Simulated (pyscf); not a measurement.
HS–Zn–SH (SMILES [SH][Zn][SH]) + H₂ (SMILES [H][H]) → H₂S (SMILES S) + HS–ZnH (SMILES [SH][ZnH]) (four-centre exchange; singlet surface; S–Zn, H–H broken, H–S, H–Zn formed). Structures and frequencies: ωB97X-D3(BJ)/def2-SVP in PySCF. Energies in kcal/mol from the separated reactants.

```csv
level,barrier,reaction energy
PBE/def2-TZVP,___,+17.5
r²SCAN/def2-TZVP,___,___
B3LYP-D3(BJ)/def2-TZVP,33.1,+17.7
PBE0-D3(BJ)/def2-TZVP,29.9,+18.2
M06-2X/def2-TZVP,34.2,+21.1
ωB97M-D3(BJ)/def2-TZVP,34.2,+16.4
```

**Question.** Complete the blanks.

**Answer.** 
- PBE/def2-TZVP, barrier: 28.6
- r²SCAN/def2-TZVP, barrier: 29.4
- r²SCAN/def2-TZVP, reaction energy: +18.7

The functionals in the table span 5.6 kcal/mol in this barrier, from PBE to M06-2X. On the product side the descent ends in a complex, 8.0 kcal/mol under the separated species and 22.6 kcal/mol under the saddle at ωB97X-D3(BJ)/def2-TZVP. One saddle was located; it need not be the lowest between these sides. Elements up to Kr have no core potential and no relativistic terms here.
